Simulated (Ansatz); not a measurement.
## Ansatz (development build ahead of 0.2.0) run

```yaml
crystal:
  periodic: [false, false, false]
  atoms:
    - { symbol: C, position_ang: [-0.685, -0.837, 0.4587] }
    - { symbol: C, position_ang: [0.1623, 0.1983, -0.1087] }
    - { symbol: "N", position_ang: [0.8368, 1.0224, -0.5604] }
    - { symbol: H, position_ang: [-0.9477, -0.5876, 1.4968] }
    - { symbol: H, position_ang: [-1.6116, -0.9333, -0.1252] }
    - { symbol: H, position_ang: [-0.1619, -1.804, 0.4507] }
basis:
  gaussian: { orbitals: def2-SVP }
total_charge: 1
magnetization:
  spin_polarized: true
  initial_magnetization: 1
hamiltonian:
  xc: hf
output:
  forces: true
```

The input is written out in the form of the current development build from the run's settings.

Results

- Converged: yes
- Total energy: -131.41820 hartree
- Spin squared of the determinant: 0.758
- Stability test: minimum

Forces (eV/Å):
```csv
atom,Fx,Fy,Fz
C1,-0.052,-0.556,-0.496
C2,-2.819,-3.351,1.989
N3,2.401,2.940,-1.602
H4,0.158,0.282,-0.038
H5,0.175,0.332,0.083
H6,0.136,0.353,0.064
```

Caution: the determinant breaks the point group.
